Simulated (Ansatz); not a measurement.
Input and command of a calculation in Ansatz (plane waves; scalar-relativistic PAW potentials unless the input names others):

```yaml
crystal:
  lattice:
    - [4.1772209804, 0.0, 0.0085394285]
    - [0.0, 4.1772297089, 0.0]
    - [-2.0847448077, 0.0, 1.926840523]
  atoms:
    - { symbol: Al, position: [0.0, 0.0, 0.0] }
    - { symbol: Al, position: [0.5, 0.5, 0.0] }
basis:
  ecutwfc: 500
kpoints:
  mp_grid: { grid: [8, 8, 18] }
hamiltonian:
  xc: r2scan
  hubbard: { sites: [{ species: Al, l: f, u_eff: 30.0 }] }
scf:
  occupations: { method: gaussian, width: 0.1 }
  max_iter: 75
output:
  forces: true
  eigenvalues: true
  stress: true
```

```bash
ansatz run input.yaml --threads 8 --pin off --max-ram 20480MiB --backend cpu --events-out ev --progress --plain --runs-dir out
```

Problem. What is wrong with this input?

Solution. The program refuses it, because of a U on a shell that isn't there (hamiltonian.hubbard: not typed → {"sites": [{"species": "Al", "l": "f", "u_eff": 30.0}]}). Without that key it is accepted.

Abridged log:
```
Error: inconsistent input (hamiltonian.hubbard.sites[].l, hamiltonian.hubbard.sites[].shell): the file of Al doesn't list 4f, and it can't be added: PBE doesn't bind the shell 4f of the free atom, whose level lies at +1.02 eV. Type an atom or ion with it (hamiltonian.pseudopotentials.projection_atoms), take another file or name another shell
```